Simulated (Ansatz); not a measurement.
# CH4AlCl: the cost of one run

Program: Ansatz 0.2.0. Level of theory: RKS B3LYP/def2-SVPD. These are calculated values, not measurements.

### Step 1. The structure to begin with

Bond lengths: Al1–C2 1.970 Å, C2–H3 1.110 Å, C2–H4 1.110 Å, C2–H5 1.110 Å, Al1–H6 1.560 Å, Al1–Cl7 2.230 Å. Angles: Al1–C2–H3 109.5°, Al1–C2–H4 109.5°, Al1–C2–H5 109.5°, H3–C2–H4 109.4°, H3–C2–H5 109.4°, H4–C2–H5 109.4°, C2–Al1–H6 120.0°, C2–Al1–Cl7 120.0°, H6–Al1–Cl7 120.0°.

Structure file:

```xyz
7

Al    0.0000    0.0000    0.0000
C     0.0000    0.0000    1.9700
H    -0.9996   -0.3092    2.3405
H     0.7676   -0.7111    2.3405
H     0.2320    1.0203    2.3405
H     1.3510    0.0000   -0.7800
Cl   -1.9312    0.0000   -1.1150
```

### Step 2. Preparing the start

The input, input.yaml:

```yaml
crystal:
  periodic: [false, false, false]
  atoms:
    - { symbol: Al, position_ang: [0.0, 0.0, 0.0] }
    - { symbol: C, position_ang: [0.0, 0.0, 1.97] }
    - { symbol: H, position_ang: [-0.9996, -0.3092, 2.3405] }
    - { symbol: H, position_ang: [0.7676, -0.7111, 2.3405] }
    - { symbol: H, position_ang: [0.232, 1.0203, 2.3405] }
    - { symbol: H, position_ang: [1.351, 0.0, -0.78] }
    - { symbol: Cl, position_ang: [-1.9312, 0.0, -1.115] }
basis:
  gaussian: { orbitals: def2-SVPD }
hamiltonian:
  xc: b3lyp
relax:
  f_tol: 0.02
  max_steps: 40
```

On the command line:

```console
$ ansatz run input.yaml --threads 2 --pin off --max-ram 3072MiB --backend cpu --events-out ev --progress --plain --runs-dir out
```

What time and memory should one allow on 2 threads of Arm Neoverse V2, shared host?

About 9.9 s, with a peak of 0.2 GiB.
